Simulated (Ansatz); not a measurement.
# HMgOSi: the cost of one run

Method: UKS CAM-B3LYP/def2-mTZVP, in Ansatz 0.2.0.

### 1 Starting point

Bond lengths: O1–Mg2 1.902 Å, O1–Si3 1.569 Å, Mg2–Si3 2.574 Å, Si3–H4 1.519 Å. Angles: O1–Mg2–Si3 37.4°, Mg2–O1–Si3 95.3°, O1–Si3–Mg2 47.4°, O1–Si3–H4 105.9°, Mg2–Si3–H4 153.3°.

Coordinates:

```xyz
4

O    -0.1480   -0.5608    0.6242
Mg    1.7312   -0.6427    0.9034
Si   -0.0738    0.4786   -0.5487
H    -1.5094    0.7250   -0.9789
```

### 2 Relaxing end A

Contents of input.yaml:

```yaml
crystal:
  periodic: [false, false, false]
  atoms:
    - { symbol: O, position_ang: [-0.148, -0.56085, 0.62423] }
    - { symbol: Mg, position_ang: [1.7312, -0.64274, 0.9034] }
    - { symbol: Si, position_ang: [-0.07383, 0.47859, -0.54873] }
    - { symbol: H, position_ang: [-1.50937, 0.72501, -0.9789] }
magnetization:
  spin_polarized: true
  initial_magnetization: 1
basis:
  gaussian: { orbitals: def2-mTZVP }
hamiltonian:
  xc: cam_b3lyp
relax:
  f_tol: 0.02
  max_steps: 50
```

Command:

```
> ansatz run input.yaml --threads 2 --pin off --max-ram 3072MiB --backend cpu --events-out ev --progress --plain --runs-dir out
```

Q: Estimate wall time and peak memory on 2 threads of Arm Neoverse V1, shared host.

About 42 s, with a peak of 0.16 GiB.
